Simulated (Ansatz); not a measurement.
# wB97M-V/cc-pVTZ run of SiCl2 (SMILES Cl[Si]Cl)

What is the energy change on altering one bond length of SiCl2 at wB97M-V/cc-pVTZ? 

The results are computed with Ansatz 0.2.0.

37 further runs of the same task are left out: 1 that didn't finish, 36 set aside as unsound or not needed.

### 1 The molecule

SiCl2 has 3 atoms, charge 0, and is taken as a singlet. As SMILES, `Cl[Si]Cl`. Geometry: relaxed at PBE0-D4/def2-TZVP.

Bond lengths: Cl1–Si2 2.077 Å, Si2–Cl3 2.077 Å. Angles: Cl1–Si2–Cl3 101.3°.

### 2 A single-point energy at wB97M-V/cc-pVTZ

Input file run.yaml:

```yaml
crystal:
  periodic: [false, false, false]
  atoms:
    - symbol: Cl
      position_ang: [0.293800, 1.603800, 0.338000]
    - symbol: Si
      position_ang: [-0.770100, -0.010400, -0.422000]
    - symbol: Cl
      position_ang: [0.476300, -1.593400, 0.084000]
basis:
  gaussian:
    orbitals: cc-pVTZ
hamiltonian:
  xc: {name: wB97M-V}
accuracy: high
output:
  orbitals: {seedname: orbitals}
```

Command:

```sh
$ ansatz run run.yaml --threads 1 --pin off --max-ram 3480MiB --events-out events.jsonl --progress --plain --runs-dir runs
```

Standard output:

```text
Warning: RAYON_NUM_THREADS=1 ignored (pool sized by the plan → 1); use --threads N
Functional definition: wB97M-V
  name "wB97M-V"
  parameter omega = 0.3/bohr
  parameter cx = 0.15
  parameter cx01 = 1.007
  parameter cx10 = 0.259
  parameter css00 = 0.443
  parameter css04 = -1.437
  parameter css10 = -4.535
  parameter css20 = -3.390
  parameter css43 = 4.278
  parameter cos00 = 1.000
  parameter cos10 = 1.358
  parameter cos20 = 2.924
  parameter cos21 = -8.812
  parameter cos60 = -1.390
  parameter cos61 = 9.142
  parameter b = 6.0
  parameter c = 0.01
  gx(w, u) = 1 - cx + cx01*u + cx10*w
  gss(w, u) = css00 + css04*u^4 + css10*w + css20*w^2 + css43*w^4*u^3
  gos(w, u) = cos00 + cos10*w + (cos20 + cos21*u)*w^2 + (cos60 + cos61*u)*w^6
  exchange = spin_sum(e_x_unif_sr(omega)*gx(b97_w, b97_u_x)) + cx*exact_x_sr(omega) + exact_x_lr(omega)
  correlation = spin_sum(e_c_pw_mod_same_spin*gss(b97_w, b97_u_same))
      + integral(e_c_pw_mod_opposite_spin*gos(b97_w_opposite, b97_u_opposite)) + vv10(b, c)
1569 factors; integrals over basis functions are off by at most 3.2e-9 eV
323 factors; integrals over basis functions are off by at most 1.4e-9 eV
mean field evaluation 1: about -32923.6913 eV, gradient 1.7e1 eV
mean field evaluation 2: about -32924.0693 eV, gradient 1.5e1 eV
mean field evaluation 4: about -32924.5968 eV, gradient 8.7e-1 eV
mean field evaluation 8: about -32924.6634 eV, gradient 3.0e-2 eV
mean field evaluation 16: about -32924.6634 eV, gradient 1.5e-5 eV
mean field -32924.66343880 eV, -1209.9590642374 hartree, gradient 1.7e-8 eV, S^2 0.000000; 0 other end points of the search recorded, 0 dependent functions left out
reference -32924.66344191 eV, -1209.9590643517 hartree; 24, 24 occupied and 78, 78 virtual orbitals, 1569 factors
Total energy: -32924.66344191 eV, -1209.9590643517 hartree
```

It took 56 s on 1 thread of Arm Neoverse V1, shared host; peak memory 0.47 GiB.

### 3 The distorted shape at the same level

Input file input.yaml:

```yaml
crystal:
  periodic: [false, false, false]
  atoms:
    - {symbol: Cl, position_ang: [-1.201881, 3.503401, -0.269200]}
    - {symbol: Si, position_ang: [-2.265781, 1.889201, -1.029200]}
    - {symbol: Cl, position_ang: [0.476300, -1.593400, 0.084000]}
basis:
  gaussian:
    orbitals: cc-pVTZ
hamiltonian:
  xc: {name: wB97M-V}
accuracy: high
output: {orbitals: {seedname: orbitals}}
```

Command:

```sh
$ ansatz run input.yaml --threads 1 --pin off --max-ram 3480MiB --events-out events.jsonl --progress --plain --runs-dir runs
```

Standard output, shortened:

```text
Warning: RAYON_NUM_THREADS=1 ignored (pool sized by the plan → 1); use --threads N
Functional definition: wB97M-V
  name "wB97M-V"
[...]
  gx(w, u) = 1 - cx + cx01*u + cx10*w
  gss(w, u) = css00 + css04*u^4 + css10*w + css20*w^2 + css43*w^4*u^3
  gos(w, u) = cos00 + cos10*w + (cos20 + cos21*u)*w^2 + (cos60 + cos61*u)*w^6
[...]
      + integral(e_c_pw_mod_opposite_spin*gos(b97_w_opposite, b97_u_opposite)) + vv10(b, c)
1369 factors; integrals over basis functions are off by at most 3.7e-9 eV
347 factors; integrals over basis functions are off by at most 1.4e-9 eV
[...]
mean field -32919.94660579 eV, -1209.7857238215 hartree, gradient 6.3e-8 eV, S^2 0.000000; 4 other end points of the search recorded, 0 dependent functions left out
reference -32919.94660948 eV, -1209.7857239573 hartree; 24, 24 occupied and 78, 78 virtual orbitals, 1369 factors
Total energy: -32919.94660948 eV, -1209.7857239573 hartree
```

It took 84 s on 1 thread of Arm Neoverse V1, shared host; peak memory 0.44 GiB.

### 4 Summary of results

Level: wB97M-V/cc-pVTZ.

```
                                                           quantity           value
                                          first shape: total energy  -1209.95906 Eh
                                           first shape: HOMO energy        -9.80 eV
                                           first shape: LUMO energy        -0.82 eV
                                         first shape: HOMO–LUMO gap         8.98 eV
                                      distorted shape: total energy  -1209.78572 Eh
                                       distorted shape: HOMO energy        -7.53 eV
                                       distorted shape: LUMO energy        -3.55 eV
                                     distorted shape: HOMO–LUMO gap         3.98 eV
energy change with the Si2–Cl3 bond stretched from 2.077 to 4.570 Å        4.717 eV
```

What this shows: One bond (distorted shape) is far stretched, which a spin-restricted single reference describes badly; a broken-symmetry solution may lie lower. With the Si2–Cl3 bond stretched from 2.077 to 4.570 Å the energy rises by 4.72 eV (109 kcal/mol). The first shape isn't relaxed at this level, so the change isn't measured from a minimum. A restricted reference can't describe the breaking bond well at this length.
